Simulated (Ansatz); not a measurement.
This script for the Ansatz DFT code, driven from Python starts 2 runs on CH₄SSi, SMILES CS[SiH]. What input does the engine get in each?

The script, `ch4ssi.py`:
```python
"""Basis-set convergence for CH4SSi."""

from dataclasses import dataclass

import ansatz as az


@dataclass(frozen=True)
class Settings:
    xc: str = "hf"


settings = Settings()

GEOMETRY = """
C    -0.81380    0.64340   -0.30670
S    -0.13130   -0.35430    0.96050
Si    1.62870   -1.11280    0.03230
H    -1.71570    1.13600    0.05780
H    -0.18260    1.49470   -0.61020
H    -1.09850    0.11390   -1.20980
H     2.37440   -1.98880    1.03040
"""

geometry = az.Crystal.molecule()
for line in GEOMETRY.strip().splitlines():
    symbol, *xyz = line.split()
    geometry = geometry.atom(symbol, [float(v) for v in xyz])

setup = geometry.calculation().functional(settings.xc)

energies = {}
for basis in ["cc-pVDZ", "cc-pVTZ"]:
    data = setup.basis(gaussian=basis).run(threads=1).report
    size = data["n_frozen"] + data["n_occupied"][0] + data["n_virtual"][0]
    energies[basis] = (data["reference_energy_ev"] / 27.211386246, data["free_energy_ev"] / 27.211386246)
    print(f"{basis:14s} {size:4d} orbitals  reference {energies[basis][0]:14.6f} Ha  total {energies[basis][1]:14.6f} Ha")

last = energies["cc-pVTZ"][1]
for basis, (_, total) in energies.items():
    print(f"{basis:14s} lies {27.211386 * (total - last):9.4f} eV above cc-pVTZ")
```

Run 1:
```yaml
crystal:
  periodic: [false, false, false]
  atoms:
    - { symbol: C, position_ang: [-0.8138, 0.6434, -0.3067] }
    - { symbol: S, position_ang: [-0.1313, -0.3543, 0.9605] }
    - { symbol: Si, position_ang: [1.6287, -1.1128, 0.0323] }
    - { symbol: H, position_ang: [-1.7157, 1.136, 0.0578] }
    - { symbol: H, position_ang: [-0.1826, 1.4947, -0.6102] }
    - { symbol: H, position_ang: [-1.0985, 0.1139, -1.2098] }
    - { symbol: H, position_ang: [2.3744, -1.9888, 1.0304] }
basis:
  gaussian:
    orbitals: cc-pVDZ
hamiltonian:
  xc: hf
```

Run 2, against run 1:
```diff
-    orbitals: cc-pVDZ
+    orbitals: cc-pVTZ
```

`python ch4ssi.py` gives:
```text
cc-pVDZ          70 orbitals  reference    -726.629640 Ha  total    -726.629640 Ha
cc-pVTZ         154 orbitals  reference    -726.672008 Ha  total    -726.672008 Ha
cc-pVDZ        lies    1.1529 eV above cc-pVTZ
cc-pVTZ        lies    0.0000 eV above cc-pVTZ
```

Against cc-pVDZ: cc-pVTZ -42.4 mHa. The last step alone is -42.37 mHa.

The drop along the ladder measures the basis error, and is no property of the molecule. The geometry is a force-field or estimated start, not a minimum of this method, and the last set is no limit. Much of the fall in a total is atomic energy, which cancels in bond and reaction energies. For Al to Cl the sets with a tight d function, cc-pV(X+d)Z, are usual. Finished in 2 s on 1 thread of Arm Neoverse V2 (shared host), peak memory 0.29 GiB.
